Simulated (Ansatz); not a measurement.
System: rock-salt MgS. Method: revPBE (Ansatz, a quantum-chemistry and plane-wave program, PAW).

Settings: plane-wave cutoff 520 eV, 12×12×12 k mesh, Fermi–Dirac smearing 0.01 eV, scalar-relativistic PAW data made under PBE.

Properties against volume:

```
V (Å³/atom)  P (GPa)  direct gap at Γ (eV)  smallest gap on the k mesh (eV)
-----------  -------  --------------------  -------------------------------
17.197          4.92                 4.042                            2.968
17.563          3.11                 3.874                            2.925
17.929          1.48                 3.714                            2.882
18.295          0.00                 3.561                            2.839
18.661         -1.33                 3.415                            2.797
19.026         -2.54                 3.276                            2.754
19.392         -3.63                 3.143                            2.712
```

The fundamental gap (2.84 eV at the equilibrium volume, with added k points) lies elsewhere than Γ–Γ.
